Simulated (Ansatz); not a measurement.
PBE exchange is replaced step by step with exact exchange (0 % is PBE, 25 % PBE0; no dispersion term), basis def2-TZVP, Ansatz. System: B₂Cl. Charge 0, multiplicity 2. Geometry: r2SCAN-D4/def2-TZVP.

Geometry of the doublet:

```xyz
3

B     1.551    0.086    0.272
B     0.042   -0.082    0.064
Cl   -1.593   -0.004   -0.336
```

At PBE-D4/def2-TZVP, PBE with 5 % exact exchange/def2-TZVP, PBE with 10 % exact exchange/def2-TZVP, PBE with 15 % exact exchange/def2-TZVP and others the charge 0 doublet is spin-contaminated (final ⟨S²⟩ up to 1.74, 0.75 for a pure state). The geometry of the doublet was relaxed on an unsound state (⟨S²⟩ 1.74, where a pure state has 0.75). At PBE0-D4/def2-TZVP a quartet of charge 0 lies 0.59 eV below the doublet, each at its own geometry. The structure comes from a short search, and lower isomers may exist.

HOMO and LUMO are taken over both spins.

| exact exchange (%) | HOMO (eV) | LUMO (eV) | gap (eV) | ⟨S²⟩ |
| --- | --- | --- | --- | --- |
| 0 | -5.31 | -4.42 | 0.89 | 1.707 |
| 5 | -5.51 | -4.21 | 1.30 | 1.711 |
| 10 | -5.70 | -4.00 | 1.70 | 1.715 |
| 25 | -6.29 | -3.37 | 2.93 | 1.727 |
| 35 | -6.69 | -2.95 | 3.74 | 1.733 |
| 50 | -7.30 | -2.33 | 4.97 | 1.740 |

Problem. Estimate the row for 15 %.

Solution. 
```tsv
exact exchange (%)	HOMO (eV)	LUMO (eV)	gap (eV)	⟨S²⟩
15	-5.90	-3.79	2.11	1.720
```
